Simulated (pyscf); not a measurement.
This saddle point was located with ωB97X-D3(BJ)/def2-SVP in PySCF.

```xyz
12

Si    -0.8683     0.9159     1.2809
N     -0.1927    -0.3826     0.3407
Si    -0.1486    -0.5381    -1.4017
H     -2.3850     0.0476     1.3256
H     -0.2066     0.7863     2.5909
H     -0.8743     2.0314     0.3205
H      0.1221    -1.1967     0.8658
H      1.1899    -1.0254    -1.8426
H     -0.4202     0.8117    -1.9682
H     -1.1769    -1.4921    -1.9165
Cl    -2.5171     2.3424     2.5390
H     -2.6339     0.7756     1.7741
```
Charge 0, spin multiplicity 1.

Surface: singlet, charge 0. Lowest wavenumbers (cm⁻¹): 790i, 67, 94, 106, 212.

### Question
What reaction is this the transition state of?

### Answer
H₃Si–NH–SiH₃ + hydrogen chloride (HCl) ⇌ H₃Si–NH–SiH₂–Cl + hydrogen (H₂), a four-centre exchange read from left to right: H–Si, Cl–H broken and Cl–Si, H–H formed. At ωB97M-D3(BJ)/def2-TZVP it lies +29.7 kcal/mol from the left side and +51.9 kcal/mol from the right (each side as separated species at their lowest minima found). One saddle was located; it need not be the lowest between these sides.
